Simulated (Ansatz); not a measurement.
A nudged elastic band was laid between two geometries of BF2H + H (5 atoms, charge 0, multiplicity 2).

The calculation used UKS r2SCAN-D4/6-31G* in Ansatz.

```
movable images  : 3
climbing image  : yes
spring          : 5.0 eV/Å²
optimiser       : quadratic models (default)
start path      : through a guess of the saddle point
force threshold : 0.03 eV/Å
iteration limit : 60
end points      : relaxed
```

First end point:

```xyz
5
Properties=species:S:1:pos:R:3
B 0.000 0.002 -0.176
H 0.000 0.009 1.018
F 1.133 -0.001 -0.854
F -1.133 -0.001 -0.854
H 0.000 -0.009 3.387
```

Last end point:

```xyz
5
Properties=species:S:1:pos:R:3
B 0.000 0.000 -0.487
H 0.000 -0.001 2.266
F 1.145 0.000 -1.135
F -1.145 0.000 -1.135
H 0.000 -0.001 3.011
```

Problem. Which bonds break or form, and what moves?

Solution. Bonds broken: B1–H2. Bonds formed: H2–H5. BF2H + H becomes BF2 + H2.

Problem. Give the energies along the band, and the barrier.

Solution. The forces met the threshold. The highest image is number 2 of 0 to 4, 8.2 kcal/mol above the first end and 5.3 kcal/mol above the last; the last end lies 2.8 kcal/mol above the first. Another band between the same ends (5 images) ends at a top of the same energy, where a vibrational analysis finds 1 clearly imaginary mode. So few images can step over the top or miss a turn of the path.

| image | path coordinate (Å) | energy (kcal/mol) | B1–H2 (Å) | H2–H5 (Å) |
| --- | --- | --- | --- | --- |
| 0 | 0.00 | 0.0 | 1.19 | 2.37 |
| 1 | 0.58 | 0.8 | 1.20 | 1.72 |
| 2 | 1.17 | 8.2 | 1.53 | 0.91 |
| 3 | 1.89 | 3.6 | 2.31 | 0.75 |
| 4 | 2.62 | 2.8 | 2.75 | 0.74 |

Problem. What is the geometry of the highest image?

Solution. 
```xyz
5
Properties=species:S:1:pos:R:3:forces:R:3
B 0.000 -0.037 -0.028 0.00 0.00 0.00
H 0.000 -0.032 1.506 0.00 0.00 0.00
F 1.140 0.021 -0.684 0.00 0.00 0.00
F -1.140 0.021 -0.684 0.00 0.00 0.00
H 0.000 0.027 2.410 0.00 0.00 0.00
```

The run took 2.4 min on 1 thread of Arm Neoverse V1, with other jobs on the host, peak memory 0.13 GiB.
